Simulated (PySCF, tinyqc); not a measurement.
Ways to converge the cycle: SCF convergence aids in the sto-6g basis, for CH2, spin multiplicity 1. Computed by the program tinyqc with PySCF. RHF with one setting changed at a time; a run stops when the energy changes by less than 1e-09 hartree and the error matrix is below 1e-5. The start is the core Hamiltonian. Damping d keeps d of the old density; a shift (hartree) raises the virtual levels; DIIS n extrapolates F over n matrices.

Geometry (angstrom):
```
atom       x        y       z
C     0.0000   0.0000  0.0000
H     0.0000   1.1960  0.6120
H     0.0000  -1.1960  0.6120
```

lowest restricted solution found by these runs and by PySCF = -38.668582 hartree

Largest element of the error matrix X^T (FDS - SDF) X:
```
iteration    plain  damping 0.3  damping 0.6  shift 0.4   DIIS 3   DIIS 8
1          5.1e-01      5.1e-01      5.1e-01    5.1e-01  5.1e-01  5.1e-01
2          9.1e-02      1.6e-01      3.4e-01    3.1e-01  9.1e-02  9.1e-02
3          2.3e-02      8.3e-02      2.2e-01    8.7e-02  3.2e-02  3.2e-02
4          7.1e-03      4.1e-02      1.3e-01    3.5e-02  4.1e-03  4.1e-03
5          2.2e-03      2.1e-02      8.7e-02    1.8e-02  7.9e-04  8.0e-04
6          6.9e-04      1.0e-02      6.2e-02    9.4e-03  1.7e-04  1.0e-04
8          9.3e-05      2.6e-03      3.2e-02    2.6e-03  5.5e-07  2.5e-07
10         1.4e-05      6.8e-04      1.6e-02    7.6e-04        -        -
14               -      5.2e-05      4.2e-03    7.2e-05        -        -
20               -      1.7e-06      5.8e-04          -        -        -
30               -            -      2.4e-05          -        -        -
```

How each run ends:
```
run          iterations  E (hartree)   state
plain                11   -38.530253  higher
damping 0.3          20   -38.530253  higher
damping 0.6          42   -38.530253  higher
shift 0.4            18   -38.530253  higher
DIIS 3                8   -38.530253  higher
DIIS 8                8   -38.530253  higher
```

What does the comparison show, and why?

No run reaches the lowest restricted solution found. Ending on a higher stationary point: plain, damping 0.3, damping 0.6, shift 0.4, DIIS 3, DIIS 8; a small error matrix cannot reveal that, and an occupation fixed by the start is kept by symmetry or by the shape of the basin. Plain steps already contract here, so damping only slows them. DIIS 3 and DIIS 8 gain by cancelling the error over several earlier matrices, much as a quasi-Newton step does. The restricted reference is unstable here: a spin-polarised solution lies 0.0352 hartree lower (PySCF), so results built on it describe a poor reference.
